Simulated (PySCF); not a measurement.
Reproducing measurements on N,N-dimethylformamide

**Measured values to compare with.**

NIST CCCBDB Release 22 (SRD 101), experimental polarizabilities lists, for the gas: mean polarisability 7.809 Å³.

How close the calculation comes is told at the end.

Species: N,N-dimethylformamide, C3H7NO.
Atom-mapped SMILES: `[CH3:1][N:2]([CH3:3])[CH:4]=[O:5]` (hydrogens: H6, H7, H8 on C1; H9, H10, H11 on C3; H12 on C4)

Structure used (GFN2-xTB), in Å, numbered top down from 1:
```xyz
12
C3H7NO angstrom
C      1.3413    0.1361    0.1932
N     -0.0762    0.1500   -0.0451
C     -0.7624   -1.1134    0.0825
C     -0.7599    1.2603   -0.3662
O     -1.9490    1.3161   -0.5714
H      1.7491    1.1376    0.0705
H      1.5525   -0.2097    1.2092
H      1.8387   -0.5373   -0.5107
H     -1.8169   -0.9419   -0.1250
H     -0.3630   -1.8386   -0.6303
H     -0.6490   -1.5094    1.0944
H     -0.1040    2.1495   -0.4270
```

Runs made with PySCF (gas phase, on this GFN2-xTB geometry; no spin–orbit coupling):

```json
{"level": "CAM-B3LYP/def2-SVPD", "job": "8 singlets by full TDDFT, 3 Tamm–Dancoff triplets, polarisability", "basis functions": "159", "wall time": "17 s"}
```

Hardware: one thread, Arm Neoverse V1, no GPU (shared host).

**Comparison with experiment**

**Mean polarisability.** Measured: 7.809 Å³ (NIST CCCBDB Release 22 (SRD 101), experimental polarizabilities).

```
              level  computed (Å³)  computed − measured (Å³)  % (from the printed values)
CAM-B3LYP/def2-SVPD          7.451                    -0.358                           -5
```

The computed values are static and purely electronic, with core orbitals frozen in the response (1 au = 0.148185 Å³). The table of measured values doesn't say here whether a value is static or optical, or holds a vibrational part. The measurement averages over conformers, the calculation has one.

The geometry is computed, not the measured one. Where a level misses, the cause wasn't examined.
